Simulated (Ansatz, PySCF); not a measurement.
Reaction: Si2H6 (silylsilane, SMILES [SiH3][SiH3]) → 2 SiH3 (SMILES [SiH3], doublet) (the Si-Si bond breaks)
Each species at its own B3LYP-D3(BJ)/def2-TZVP minimum (Ansatz, an electronic-structure program).

Total energies in hartree (Ansatz). UHF or UKS for unpaired electrons; spin-orbit terms are left out. Correlated methods leave the cores frozen. No relativity.

```csv
species,HF/cc-pV(T+d)Z,CCSD(T)/cc-pV(T+d)Z,HF/cc-pV(Q+d)Z,CCSD(T)/cc-pV(Q+d)Z,CCSD(T)/cc-pV(D+d)Z,CCSDT(Q)/cc-pV(D+d)Z
"1: Si2H6 (silylsilane, SMILES [SiH3][SiH3])",-581.37602,-581.69968,-581.38319,-581.72298,-581.62335,-581.62479
"2: SiH3 (SMILES [SiH3], doublet)",-290.64257,-290.78856,-290.64619,-290.79897,-290.75358,-290.75426
```

Problem. Work out the bond dissociation energy (enthalpy at 298 K, ideal-gas terms from PySCF's Hessians at B3LYP-D3(BJ)/def2-TZVP) in kJ/mol: take Hartree-Fock from cc-pV(Q+d)Z, extrapolate the CCSD(T) correlation energy as X^-3 (X = 3, 4), and add CCSDT(Q) - CCSD(T) in cc-pV(D+d)Z. The further terms named in the bracket sum to -0.00460 hartree. 1 hartree = 2625.5 kJ/mol.

Solution. 
Species 1: correlation (64·(-0.33979) - 27·(-0.32366))/37 = -0.35156; step -0.00144; E1 = -581.38319 + (-0.35156) + (-0.00144) = -581.73619
Species 2: correlation (64·(-0.15278) - 27·(-0.14599))/37 = -0.15773; step -0.00068; E2 = -290.64619 + (-0.15773) + (-0.00068) = -290.80460
-1·E1 +2·E2 -0.00460 = 0.12239 hartree = 321.3 kJ/mol. From measured enthalpies of formation at 298 K: 76.7 kcal/mol (G2/97 table in ASE (Curtiss et al.)). The calculations leave out spin-orbit terms. The composite differs from it by +0.4 kJ/mol; core, relativistic and spin-orbit terms are not in it.
